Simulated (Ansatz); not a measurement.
Computed with Ansatz.

A structure relaxed at PBE0-D4/def2-TZVP, charge 0, multiplicity 1:

Cartesian coordinates in Å:
```
C -1.182 -0.135 0.999
C -0.605 0.212 -0.142
C 0.869 0.366 -0.321
O 1.371 -0.469 -1.347
H -0.595 -0.317 1.895
H -2.257 -0.240 1.088
H -1.208 0.383 -1.031
H 1.382 0.185 0.633
H 1.108 1.387 -0.635
H 1.117 -1.372 -1.138
```

Problem. Give its formula and SMILES.

Solution. C3H6O, `C=CCO`.

Problem. Summarise the bond lengths by kind.

Solution. 2 × C–C 1.326 to 1.492 Å; 5 × C–H 1.084 to 1.099 Å; 1 × C–O 1.415 Å; 1 × H–O 0.961 Å.
